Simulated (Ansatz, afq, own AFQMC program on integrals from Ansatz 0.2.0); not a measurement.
## CS₂, singlet: AFQMC among the cluster methods

```xyz
3

S     1.3637   -0.1568    0.7327
C     0.0000    0.0000    0.0000
S    -1.3637    0.1568   -0.7327
```

Connectivity, by distances: S–C–S.

Basis def2-TZVP. Noble-gas cores (and the filled d shells of Ga–Kr and In–Xe) are frozen. AFQMC by an in-house program on the Cholesky factors that Ansatz 0.2.0 writes for its CCSD(T) run. ph-AFQMC/CISD is guided by a CISD state made of CCSD amplitudes; releasing the constraint for a short imaginary time cuts its bias at the price of noise, slowly where states lie close. Uncertainties: one standard error, sampling alone.

Determinant: RHF, the one that the program's search chose, which needn't be the lowest solution. The geometry is a PBE0/def2-SVP stationary point of this or a neighbouring charge and spin state.

No full CI on the walks' own integrals is used here. The released AFQMC energy serves as the reference, which it does only where one determinant dominates, the energy is flat over the last release times and near the phaseless one (40 meV or 2 meV an electron, half that with transition metals). On small molecules, where full CI could be run and the noise was under 10 meV, such values lay within 10 meV of it in 19 cases of 20, a flattering rate, since the rule was set on those same cases; what remains of the bias isn't in the error bar.

Cautions: (T) is large, 7 % of the CCSD correlation; the released value is read at 1.50 1/Eh with a noise of 12 meV, more than in the cases checked (meV from the phaseless value at times in 1/Eh: -4 ± 5 at 0.24, -29 ± 6 at 0.51, -39 ± 8 at 0.99, -32 ± 12 at 1.50).

* T1 diagnostic: 0.0199
* weight of the determinant in the CISD state: 0.797
* size of the correlated space: 16 electrons in 94 orbitals

| level | correlation energy (eV) |
| --- | --- |
| MP2 | -13.3124 |
| CCSD | -13.6798 |
| CCSD(T) | -14.6313 |

Question: Estimate where phaseless AFQMC with a CISD trial lies against CCSD(T) on the same integrals.

Answer: 5.8 ± 0.7 kJ/mol below CCSD(T).

Reference: AFQMC with the constraint released, correlation energy -14.724 ± 0.012 eV.

```tsv
level	E − E(reference) (kJ/mol)	share of correlation (%)
CCSD(T)	8.9 ± 1.1	99.37
CCSDT	7.5 ± 1.1	99.47
CCSDT(Q)	-0.7 ± 1.1	100.05
ph-AFQMC/CISD	3.1 ± 1.3	99.78
```

CCSDT and higher add their correlation energy to the determinant of the CCSD(T) run, since their own runs factorise the integrals more tightly (a shift of under 2 meV). A walk keeps the symmetry of its determinant, which the program's search chose and which needn't be the lowest solution, so a lower state of the same spin and another symmetry isn't excluded. Released energies are given only where the last usable release times agree within the noise; a slower fall can still hide under it.
